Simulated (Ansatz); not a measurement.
`C#CC(=O)O` + H₂ → `C#CC=O` + H₂O at 500 K and 1 bar (hydrogenolysis of a C–O bond).

Isolated molecules relaxed with PBE0-D4/def2-TZVP in Ansatz; ΔE leaves out vibrations. CCSD(T)/CBS is the MP2 limit (def2-TZVPP, def2-QZVPP) plus CCSD(T) − MP2 in def2-TZVPP, frozen cores. This one scheme is used for every species. Each species was taken in one conformer, which may not be the lowest.

```tsv
species	CCSD(T)/CBS energy (Eh)	H − E (kJ/mol)	S (J/(mol·K))
`C#CC(=O)O`	-265.63711	147.5	339.1
H₂	-1.17544	41.0	145.5
`C#CC=O`	-190.43458	126.4	310.8
H₂O	-76.37941	73.2	206.3
```

H − E and S are ideal-gas, rigid-rotor, harmonic terms from PBE0-D4/def2-TZVP, for one conformer and one mirror image of each species. The MP2-based limit puts H₂ 0.8 mEh under its directly extrapolated value; such offsets cancel only in part. 1 Eh = 2625.50 kJ/mol, R = 8.31446 J/(mol·K).

Task: By hand: ΔE, ΔH, ΔS and ΔG.

Result: ΔE = (-190.43458) + (-76.37941) − (-265.63711) − (-1.17544) = -0.00144 Eh = -3.8 kJ/mol. Δ(H − E) = 126.4 + 73.2 − 147.5 − 41.0 = 11.1, so ΔH = 7.3 kJ/mol. ΔS = 310.8 + 206.3 − 339.1 − 145.5 = 32.5 J/(mol·K). ΔG = 7.3 − 500 × (32.5)/1000 = -8.9 kJ/mol.

Task: By hand: the equilibrium constant, and the temperature at which ΔG would vanish if ΔH and ΔS stayed fixed.

Result: log₁₀ K = −ΔG/(RT ln 10) = 0.9. ΔG = 0 at ΔH/ΔS = 225 K, though so small a ΔH makes that figure unsure.

TΔS isn't small against ΔH here. A doubt of 5 kJ/mol in ΔE shifts log₁₀ K by 0.5 here. Other conformers and mirror images would add mixing entropy, several J/(mol·K) or more a flexible species. These are equilibria of isolated gas molecules and say nothing of rates. Largest T1 diagnostic: 0.016 (customary marks: 0.02 for closed shells, 0.045 for open ones).
